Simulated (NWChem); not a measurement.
**M06-2X/6-311+G(d,p) run of Si2H6 (disilane)**

What is the vertical ionisation energy of Si2H6 (disilane) at M06-2X/6-311+G**? 

Program for the calculation: NWChem 7.3.0.

## (1) The molecule

The species is Si2H6 (8 atoms), meant as a singlet with charge 0. As SMILES, `[SiH3][SiH3]`. The coordinates come from a PBE0-D4/def2-TZVP relaxation.

Bond lengths: Si1–Si2 2.338 Å, Si1–H3 1.488 Å, Si1–H4 1.488 Å, Si1–H5 1.488 Å, Si2–H6 1.488 Å, Si2–H7 1.488 Å, Si2–H8 1.488 Å. Some angles: Si1–Si2–H6 110.3°, Si1–Si2–H7 110.3°, Si1–Si2–H8 110.3°, Si2–Si1–H3 110.3°, Si2–Si1–H4 110.3°, Si2–Si1–H5 110.3°, H6–Si2–H7 108.7°, H6–Si2–H8 108.7°, H7–Si2–H8 108.7°, H3–Si1–H4 108.7°.

## (2) The energy at M06-2X/6-311+G(d,p)

The input, sp.nw:

```
START sp
TITLE "H6Si2 energy"
memory total 2200 mb

GEOMETRY units angstroms noautosym nocenter noautoz
Si      -0.340500       0.490200      -1.004900
Si       0.363500      -0.504400       0.991000
H        0.833900       0.948200      -1.794900
H       -1.112900      -0.483900      -1.821900
H       -1.208000       1.664100      -0.717900
H        1.139000       0.468600       1.806300
H        1.228100      -1.680500       0.704000
H       -0.811000      -0.959200       1.782600
END

BASIS spherical bse
Si library 6-311+G**
H library 6-311+G**
END

DFT
xc m06-2x
grid xcoarse
convergence energy 1e-08
maxiter 100
mulliken
print low
END

TASK dft energy
```

The run is started by

```bash
$ nwchem sp.nw > sp.out
```

Log:

```text
[...]
 d= 0,ls=0.0,diis     1   -582.5031510395 -6.73D+02  3.12D-03  6.37D-01     0.9
[...]
 d= 0,ls=0.0,diis     8   -582.5280447904 -5.43D-10  9.72D-08  3.60D-11     4.9
         Total DFT energy =     -582.528044790400
      One electron energy =     -986.918963018195
           Coulomb energy =      357.616499239580
    Exchange-Corr. energy =      -43.998668746677
 Nuclear repulsion energy =       90.773087734890
[...]
      Total Density - Mulliken Population Analysis
     ---------------------------------------------
    Atom       Charge   Shell Charges
 -----------   ------   -------------------------------------------------------
    1 Si  14    13.70   0.79  1.18  0.94  1.05  0.81  0.55  1.98  3.90  0.65  1.57  0.16 -0.01  0.03  0.11
    2 Si  14    13.70   0.79  1.18  0.94  1.05  0.81  0.55  1.98  3.90  0.65  1.57  0.16 -0.01  0.03  0.11
    3 H    1     1.10   0.24  0.57  0.28  0.01
    4 H    1     1.10   0.24  0.57  0.28  0.01
    5 H    1     1.10   0.25  0.57  0.28  0.01
    6 H    1     1.10   0.25  0.57  0.28  0.01
    7 H    1     1.10   0.25  0.57  0.28  0.01
    8 H    1     1.10   0.25  0.57  0.28  0.01
[...]
```

Wall time 5.7 s (1 thread of Intel Xeon 6975P-C (Granite Rapids), shared host); peak memory 0.1 GiB.

## (3) The doublet cation, same level

The input, nw.nw:

```
start nw
title "H6Si2"
memory total 2200 mb
charge 1

geometry units angstroms noautosym nocenter noautoz
Si   -0.340500    0.490200   -1.004900
Si    0.363500   -0.504400    0.991000
H     0.833900    0.948200   -1.794900
H    -1.112900   -0.483900   -1.821900
H    -1.208000    1.664100   -0.717900
H     1.139000    0.468600    1.806300
H     1.228100   -1.680500    0.704000
H    -0.811000   -0.959200    1.782600
end

basis spherical bse
* library 6-311+G**
end

dft
xc m06-2x
mult 2
grid xcoarse
convergence energy 1e-08
iterations 100
mulliken
print low
end

task dft
```

The run is started by

```bash
$ nwchem nw.nw > nw.out
```

Log:

```text
[...]
 d= 0,ls=0.0,diis     1   -582.0605745136 -6.73D+02  3.55D-03  6.37D-01     1.0
[...]
 d= 0,ls=0.0,diis    10   -582.1376204679 -6.67D-09  2.47D-07  1.50D-10     7.8
[...]
         Total DFT energy =     -582.137620467896
      One electron energy =     -978.379560705198
           Coulomb energy =      349.168130726718
    Exchange-Corr. energy =      -43.699278224306
 Nuclear repulsion energy =       90.773087734890
[...]
      Total Density - Mulliken Population Analysis
     ---------------------------------------------
    Atom       Charge   Shell Charges
 -----------   ------   -------------------------------------------------------
    1 Si  14    13.59   0.79  1.18  0.94  1.05  0.88  0.56  1.98  3.90  0.63  1.51  0.06 -0.01  0.02  0.11
    2 Si  14    13.59   0.79  1.18  0.94  1.05  0.88  0.56  1.98  3.90  0.63  1.51  0.06 -0.01  0.02  0.11
    3 H    1     0.97   0.24  0.54  0.18  0.01
    4 H    1     0.97   0.24  0.54  0.18  0.01
    5 H    1     0.97   0.24  0.54  0.18  0.01
    6 H    1     0.97   0.24  0.54  0.18  0.01
    7 H    1     0.97   0.24  0.54  0.18  0.01
    8 H    1     0.97   0.24  0.54  0.18  0.01
[...]
      <S2> =      0.7515 (Exact =     0.7500)
[...]
```

Wall time 8.4 s (1 thread of Intel Xeon 6975P-C (Granite Rapids), shared host); peak memory 0.11 GiB.

## (4) What came out

At M06-2X/6-311+G**:

| quantity | value |
| --- | --- |
| singlet Si2H6: total energy | -582.52804 Eh |
| doublet cation: total energy | -582.13762 Eh |
| doublet cation: ⟨S²⟩ | 0.751 |
| vertical ionisation energy (to the doublet cation) | 10.624 eV |

**Reading.** The vertical ionisation energy comes to 10.62 eV (1025 kJ/mol). Mulliken charges (singlet Si2H6) run from -0.10 on H3 to +0.30 on Si1; in a basis this large or diffuse they mean little.
